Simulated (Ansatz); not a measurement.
# CHSi₂ (doublet): the correlation ladder at a displaced geometry (v1), cc-pVDZ

How much of the correlation energy of CHSi₂ (doublet) does each wave-function method recover here?

Program: Ansatz 0.2.0, Gaussian basis. Level of theory: cc-pVDZ, core rule «outside noble gas», up to 11 orbitals frozen. These are calculated values, not measurements.

To be run: UHF; CCSD(T) on ROHF; CCSD(T) on UHF; BCCD(T) on ROHF; CISD; CCSDT(Q) on ROHF; CCSDT(Q) on UHF; CASSCF and MRCISD+Q, 9 electrons in 9 orbitals; CASSCF and NEVPT2, 9 electrons in 9 orbitals.

21 further runs of the same task are left out: 7 that didn't finish, 14 set aside as unsound or not needed.

**1. What is computed**

The geometry is a PBE0/def2-TZVP stationary point (not a proven minimum) with its atoms shifted at random (size 0.040 Å).

4 atoms, charge 0, spin multiplicity 2.

Atoms are counted from 1 here; the program's logs count them from 0.

Bond lengths: C1–Si2 1.753 Å, C1–Si3 1.842 Å, C1–H4 1.107 Å, Si2–Si3 2.471 Å. Angles: Si2–C1–Si3 86.8°, Si2–C1–H4 137.9°, Si3–C1–H4 135.3°, C1–Si2–Si3 48.1°, C1–Si3–Si2 45.1°.

**2. UHF**

File in.yaml:

```yaml
crystal:
  periodic: [false, false, false]
  atoms:
    - {symbol: C, position_ang: [-0.017983, -1.043988, 0.026701]}
    - {symbol: Si, position_ang: [-0.018816, 0.232137, 1.229255]}
    - {symbol: Si, position_ang: [0.029148, 0.291447, -1.240772]}
    - {symbol: H, position_ang: [-0.073629, -2.149015, 0.002737]}
basis:
  gaussian: {orbitals: cc-pVDZ}
magnetization: {spin_polarized: true, initial_magnetization: 1}
hamiltonian: {xc: hf}
output: {orbitals: {seedname: orbitals}}
```

Run with:

```console
ansatz run in.yaml --threads 1 --pin off --events-out ev --progress --plain --max-ram 2393MiB
```

After this run come: CCSD(T) on ROHF; CCSD(T) on UHF; BCCD(T) on ROHF; CISD; CCSDT(Q) on ROHF; CCSDT(Q) on UHF; CASSCF and MRCISD+Q, 9 electrons in 9 orbitals; CASSCF and NEVPT2, 9 electrons in 9 orbitals.

Q: Predict the results of all the runs planned. Wanted: UCCSDT(Q) below the RHF energy; RMP2 from UCCSDT(Q); UMP2 from UCCSDT(Q); RCCSD from UCCSDT(Q); RCCSD(T) from UCCSDT(Q); UCCSD(T) from UCCSDT(Q); RCCSDT(Q) from UCCSDT(Q); T1 diagnostic.

**Answer**, as computed:

| quantity | value |
| --- | --- |
| UCCSDT(Q) below the RHF energy | -9.1791 eV |
| RMP2 from UCCSDT(Q) | +1335.8 meV |
| UMP2 from UCCSDT(Q) | +1396.3 meV |
| RCCSD from UCCSDT(Q) | +527.6 meV |
| RCCSD(T) from UCCSDT(Q) | +75.2 meV |
| UCCSD(T) from UCCSDT(Q) | +77.1 meV |
| RCCSDT(Q) from UCCSDT(Q) | +2.2 meV |
| levels within 1 kcal/mol (43 meV) | RCCSDT(Q) |
| T1 diagnostic | 0.023 |

What this shows: RCCSD(T) misses by +75.2 meV, 0.8 % of the correlation energy. These misses are within one basis, not against nature; the frozen cores of restricted and unrestricted runs differ, which can shift their rows.
